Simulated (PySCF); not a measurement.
**SF: from constants to spectrum**

UHF-CCSD(T) constants of SF, ²Π (doublet), unpaired electrons π ↑ (basis S def2-TZVPPD, F def2-TZVPPD; no relativity; PySCF 2.14; masses 31.9721 and 18.9984 u):

- ωe: 832.7 cm⁻¹
- ωexe: 4.73 cm⁻¹
- Be: 0.54788 cm⁻¹
- αe: 0.00457 cm⁻¹
- De to S + F: 3.43 eV

**Question.** What force constant and bond length do these constants imply?

**Answer.** Reduced mass μred = 11.917 u; k = 5.8918×10⁻⁷·μred·ωe² (u, cm⁻¹, mdyn/Å) = 4.87 mdyn/Å; Re = √(16.8576/(μred·Be)) (u, cm⁻¹, Å) = 1.607 Å.

**Question.** Estimate the centrifugal constant D from the Kratzer relation and find the Dunham coefficient a1.

**Answer.** D = 4Be³/ωe² = 9.49e-07 cm⁻¹; a1 = −1 − αeωe/(6Be²) = -3.11.

Correlated steps freeze 6 core orbitals. The state was picked by a PBE0 search and need not be the measured ground state.
